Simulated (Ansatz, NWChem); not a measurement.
## Worked example: the enthalpy of formation of H3NO (SMILES NO)

The species is H3NO (5 atoms), meant as a singlet with charge 0. SMILES: `NO`. Geometry: relaxed at PBE0-D4/def2-TZVP. This is one conformer, not always the lowest.

```xyz
5

N    -0.1651   -0.3613   -0.3212
O     0.3645    0.6660    0.5081
H    -0.1627   -1.1900    0.2668
H    -1.1417   -0.1098   -0.4462
H     1.1050    0.9951   -0.0074
```

Total energies at PBE0/SBKJC-VDZ (core potential) (NWChem 7.3.0); the atoms run unrestricted:

| species | state | energy (Eh) |
| --- | --- | --- |
| H3NO | singlet | -27.539430 |
| N | quartet | -9.741996 |
| O | triplet | -15.806959 |
| H | doublet | -0.496402 |

Harmonic wavenumbers at PBE0-D4/def2-TZVP, in cm⁻¹: 432, 980, 1152, 1346, 1411, 1678, 3470, 3552, 3855.

Measured heats of formation of the gaseous atoms at 298.15 K, in kJ/mol: N 472.4, O 249.2, H 218.0. Spin-orbit lowering of the atoms at 298 K (mean of the ground term's levels less their thermal mean, from spectra), in kJ/mol: O 0.40. Take 1 Eh = 2625.50 kJ/mol, 1 cm⁻¹ = 0.0119627 kJ/mol, RT = 2.479 kJ/mol.

Work out the heat of formation of the gas at 298 K.


1. Electronic atomisation energy: (-9.741996) + (-15.806959) + 3 × (-0.496402) − (-27.539430) = 0.501269 Eh = 1316.1 kJ/mol.
2. Zero-point energy: half the sum of the wavenumbers, 8938 cm⁻¹ = 106.9 kJ/mol.
3. Thermal vibrational enthalpy, Σ hcν̃/(exp(hcν̃/kT) − 1): 0.9 kJ/mol. Translation, rotation and pV of a non-linear molecule: 4 RT = 9.9 kJ/mol.
4. The 5 free atoms carry 5/2 RT each: 31.0 kJ/mol.
5. Spin-orbit coupling lowers the free atoms by 0.40 = 0.4 kJ/mol.
6. Atomisation enthalpy at 298 K: 1316.1 − 0.4 − 106.9 − 0.9 − 9.9 + 31.0 = 1229.0 kJ/mol.
7. Sum of the atoms' heats of formation: 1375.6 kJ/mol. Heat of formation: 1375.6 − 1229.0 = +146.6 kJ/mol.

The tabulated value is -43.5 kJ/mol (Active Thermochemical Tables), so this level is off by +190.1 kJ/mol, or 13.4 % of the atomisation enthalpy. Anharmonicity and any spin-orbit splitting of the molecule are left out.
